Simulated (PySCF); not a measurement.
An unknown gives this computed stick spectrum. Method used: TDDFT PBE0/def2-SVPD, vertical, gas phase, core orbitals frozen in the response (PySCF 2.14.0, density-fitted response routines). Geometries: GFN2-xTB, one conformer each.

```tsv
state	λ (nm)	f
S1	231.6	0.017
S2	205.1	0.040
S3	189.1	0.030
S4	187.0	0.012
S5	181.8	0.038
S6	175.0	0.039
S7	169.0	0.284
S8	167.4	0.016
```

Triplets computed (Tamm–Dancoff): 4.68, 4.86, 5.25 eV.

Question: Which candidate is it? All have the formula C5H9P.
A. `C#CPC(C)C`
B. `C1CC1P1CC1`
C. `CC1=CCCP1`

Answer: A. Its S1, at 5.35 eV, is the lowest among the candidates; the nearest of the others has S1 at 5.61 eV. S1 is HOMO→LUMO (90%). Löwdin shares by element: HOMO phosphorus 44%, carbon 43% or more; LUMO carbon 51% or more, phosphorus 25% (atoms not listed hold the other 24%). At the same level the other candidates give, for their lowest levels:
- `C1CC1P1CC1`: 189 nm (f 0.005); 186 nm (f 0.035); 186 nm (f 0.009); 176 nm (f 0.017); 175 nm (f 0.056); T1 5.45 eV; HOMO -7.14, LUMO 0.63 eV
- `CC1=CCCP1`: 221 nm (f 0.053); 205 nm (f 0.019); 203 nm (f 0.026); 189 nm (f 0.097); 182 nm (f 0.017); T1 4.05 eV; HOMO -6.55, LUMO 0.13 eV

Shape of the structure used: `[CH:1]#[C:2][PH:3][CH:4]([CH3:5])[CH3:6]`: C2–P3–C4–C5 -50°.
